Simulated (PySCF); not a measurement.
# C4H8O2 (isobutyric acid): the cost of one run

The runs use PySCF 2.14.0, with density-fitted response routines of our own; the level of theory stands in each step. All values are computed, except where a source is named. Atoms count from 0, in the outputs and in this text.

## 1. The molecule as given

14 atoms, charge 0, multiplicity 1; geometry from: GFN2-xTB. The atoms were then displaced at random by about 0.01 Å, so the start is not that level's minimum.

Bonds of the start (Å): C0–C1 1.50, C1–C2 1.53, C1–C3 1.55, C3–O4 1.19, C3–O5 1.31, C0–H6 1.08, C0–H7 1.12, C0–H8 1.10, C1–H9 1.08, C2–H10 1.09, C2–H11 1.06, C2–H12 1.09, O5–H13 0.96.

## 2. Geometry optimisation at PBE0-D3(BJ)/def2-SVP

What the job is given:

```
{"job": {"xc": "PBE0", "basis": "def2-SVP", "d3": "d3bj", "grid": 1, "shake": 0.01, "kind": "geom"}, "charge": 0, "multiplicity": 1}
C     -1.461970     0.508960     0.141440
C     -0.148070     0.027380    -0.392480
C      0.021760    -1.464210    -0.108720
C      1.029960     0.769820     0.278350
O      1.009990     1.149330     1.407310
O      2.039450     0.923580    -0.545150
H     -2.286920    -0.050810    -0.284670
H     -1.614150     1.585090    -0.129040
H     -1.509640     0.451420     1.239720
H     -0.065490     0.196900    -1.457830
H      0.987740    -1.817050    -0.475400
H     -0.748810    -2.029260    -0.567110
H     -0.020340    -1.629150     0.962890
H      2.759330     1.362940    -0.077060
```

Started as:

```
$ OMP_NUM_THREADS=1 python probes_run.py task.json out
```

This one command runs all jobs of the session in turn.

Q: Estimate the wall time and peak memory of this first job on 1 thread of Intel Xeon Platinum 8488C, shared host.

About 66 s, with a peak of 0.5 GiB.
